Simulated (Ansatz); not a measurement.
Input for Ansatz (development build ahead of 0.2.0):

```yaml
crystal:
  periodic: [false, false, false]
  atoms:
    - { symbol: "N", position_ang: [0.0, 0.46159, -0.41727] }
    - { symbol: H, position_ang: [0.0, 1.4066, 0.24922] }
    - { symbol: O, position_ang: [0.0, -0.57972, 0.33396] }
basis:
  gaussian: { orbitals: cc-pVDZ }
hamiltonian:
  xc: hf
```

The input is written out in the form of the current development build from the run's settings.

The run gave:

```
Converged                       : yes
Total energy                    : -129.77060 hartree
Spin squared of the determinant : 0.000
```

Caution: in another basis set an unrestricted determinant lies well below.
